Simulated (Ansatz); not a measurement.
What a change of settings does to a run on Mo

The cell was built from the bcc type and relaxed in the same program, and has space group Im-3m; it needn't be a known or the stable phase.

First run: DFT, PBE, PAW with Ansatz's default frozen-core files, scalar-relativistic (Ansatz 0.2.0).

Command: `ansatz run input.yaml --threads 1 --pin off --max-ram 2048MiB --backend cpu --events-out ev --progress --plain --runs-dir out` The run took about 8.4 s on 1 thread of a shared machine.

```yaml
crystal:
  lattice:
    - [-1.5800170238, 1.5800170238, 1.5800170238]
    - [1.5800170238, -1.5800170238, 1.5800170238]
    - [1.5800170238, 1.5800170238, -1.5800170238]
  atoms:
    - { symbol: Mo, position: [0.0, 0.0, 0.0] }
kpoints:
  mp_grid: { grid: [16, 16, 16] }
  band_path:
    path:
      - [0.0, 0.0, 0.0]
      - [0.5, -0.5, 0.5]
      - [0.0, 0.0, 0.5]
      - [0.0, 0.0, 0.0]
      - [0.25, 0.25, 0.25]
      - [0.5, -0.5, 0.5]
      - [0.25, 0.25, 0.25]
      - [0.0, 0.0, 0.5]
    npoints: 8
scf:
  occupations: { method: fermi_dirac, width: 0.03 }
hamiltonian:
  xc: pbe
  pseudopotentials: { kind: paw }
output:
  forces: true
  stress: true
  eigenvalues: true
  efg: { contact_densities: true }
  populations: true
  bader: true
  dos: { projected: true, de: 0.2, e_range: [-14, 8] }
  write_density: true
  write_potential: true
  elf: true
  volumetric_format: npy
```

Result: converged; pressure 0.00 GPa; no gap on the k mesh; 6 SCF iterations.

The input is then changed:

```diff
@@ -20,5 +20,6 @@
     npoints: 8
 scf:
-  occupations: { method: fermi_dirac, width: 0.03 }
+  occupations: { method: gaussian, width: 0.15 }
+  lower_state_search: full
 hamiltonian:
   xc: pbe
@@ -30,9 +31,3 @@
   efg: { contact_densities: true }
   populations: true
-  bader: true
-  dos: { projected: true, de: 0.2, e_range: [-14, 8] }
-  write_density: true
-  write_potential: true
-  elf: true
-  volumetric_format: npy
```

Task: Predict the outcome of the changed run.

Result: It converged; energy at zero smearing +0.5 meV/atom from the first run; pressure 0.05 GPa; no gap on the k mesh; 8 SCF iterations.

The results part of its log:

```
SCF 2 converged in 2 iterations: F = -4956.029183 eV  dr2 = 2.93e-10
an SCF from the run's close, with 47 of the crystal's symmetry operations given up (2052 k-points in place of 145), reached no lower state that the run goes on to. This is no proof of a minimum
NSCF: frozen V_eff on 57 k-points
SCF converged after 6 iterations
Free energy (F): -4956.029183 eV
Harris-Foulkes:  -4956.029183 eV  (|F-HF|=1.80e-9)
Internal energy: -4956.023404 eV  (E = F + TS)
E sigma→0 (E₀):  -4956.026294 eV
Entropy (-TS):   -0.005779 eV (-5.779 meV/atom)
Fermi energy:    20.873312 eV
--- Per-component energies (eV) ---
  E_band       = -57.851093
  E_kinetic    = 440.670675
  E_local      = -790.604065  (includes V_loc(G=0)·N_el)
  E_nonlocal   = 142.564168
  E_hartree    = 261.193389
  E_xc         = -183.502768
  E_vxc        = -229.027580  (∫ρ·V_xc dr)
  E_paw        = -3201.185201  (= ΣΔE_a)
  E_vpaw       = -143.839979  (= ΣTr[D̂ρ^β])
  E_aug_tail   = 0.000042  (compensation charges beyond the density's cutoff)
  E_ewald      = -1625.159643
  E_smearing   = -0.005779  (= −TS)
  E_closure    = -0.000000  (closes the sum)
  Σ components = -4956.029183   (vs F -4956.029183, Δ=0.00e0)
--- Forces (eV/Å), atoms counted from 1 ---
  atom   1  Mo    -0.00000000     0.00000000     0.00000000
  max |Σ_I F_I| component: 7.50e-32 eV/Å
--- Stress (GPa, compression-positive) ---
        0.048924       0.000000      -0.000000
       -0.000000       0.048924      -0.000000
        0.000000      -0.000000       0.048924
  P = ⅓ Tr σ = 0.0489 GPa (0.489 kbar)
--- PAW observables at the nuclei: V_zz in 10²¹ V/m², potentials from the cell's mean, atoms counted from 1 ---
  atom   1  Mo V_zz =    -0.000000   η = 0.0000   by run symmetry: forbidden
            electrostatic potential = -6362.638450 V   contact ρ = 595276.474773 e/Å³
--- Band table (eV; the first three rows and the last of 145) ---
  k-point 0: bands = ["-40.3975", "-13.6786", "-13.6786", "-13.6786", "13.6813", "19.5352", "19.5352", "19.5352", "22.5233", "22.5233", "35.5587"]
  k-point 1: bands = ["-40.3880", "-13.7340", "-13.6957", "-13.6790", "13.8524", "19.4392", "19.5196", "19.6955", "22.3824", "22.5261", "35.6845"]
  k-point 2: bands = ["-40.3608", "-13.8899", "-13.7441", "-13.6801", "14.3340", "19.1773", "19.4469", "20.1680", "22.0975", "22.5422", "35.9614"]
  k-point 144: bands = ["-39.9633", "-14.6166", "-14.6166", "-14.6166", "15.5159", "15.5159", "24.8056", "24.8056", "24.8056", "29.8574", "29.8574"]
--- Löwdin populations: 1 site ---
  site symbol       q [e]
     0     Mo     13.9217
  spilling = 0.005592 (of n_electrons = 14.000000)
```
